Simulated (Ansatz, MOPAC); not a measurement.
Reaction (SMILES): C=CC [prop-1-ene] → [CH]=C (C2H3) + [CH3] (CH3) (the C-C bond breaks)

Wanted: bond dissociation energy (enthalpy at 298 K), in kcal/mol. Terms: 6-31G* and kin with 6d, 5d where marked; PM7 with its own dispersion and hydrogen-bond terms; UHF or UKS for open shells; no spin-orbit coupling; dispersion terms only where a functional's name holds one; non-relativistic. Ab initio and DFT rows: single points at B3LYP-D3(BJ) geometries (Ansatz, an electronic-structure program), with unscaled harmonic terms from B3LYP/6-31G* at its own minima. Semi-empirical rows: MOPAC heats of formation at their own minima for 298 K.

| species | coefficient | E at PBE/6-31G* (Ansatz), Eh | E at B3LYP/def2-TZVPD (Ansatz), Eh | H(298 K) - E, kcal/mol | heat of formation at PM7 (MOPAC), kcal/mol |
|---|---|---|---|---|---|
| C=CC | -1 | -117.72822 | -117.95813 | 53.39 | 4.19 |
| [CH]=C (C2H3) | +1 | -77.78492 | -77.93750 | 25.58 | 57.35 |
| [CH3] (CH3) | +1 | -39.76808 | -39.85893 | 21.26 | 27.97 |

Measured values: Active Thermochemical Tables 1.112 (ions: stationary electron), as tabulated in the package chemicals; G2/97 table in ASE (Curtiss et al.); they hold spin-orbit and core effects, anharmonicity.  Value to compare with, the measured value: 101.7 kcal/mol. 1 Eh = 627.5095 kcal/mol.

**Question.** Work the quantity out at each level, and compare with the measured value.

**Answer.** 
- PBE/6-31G*: the sum of coefficient times E is 0.17522 Eh, or 109.95 kcal/mol; the thermal terms add -6.55. Result: 103.4 kcal/mol. Its error against the measured value is 1.7 kcal/mol.
- B3LYP/def2-TZVPD: the sum of coefficient times E is 0.16170 Eh, or 101.47 kcal/mol; the thermal terms add -6.55. Result: 94.9 kcal/mol. Its error against the measured value is -6.8 kcal/mol.
- PM7: the sum of coefficient times heat of formation is 81.13 kcal/mol; it needs no thermal term. Its error against the measured value is -20.6 kcal/mol.
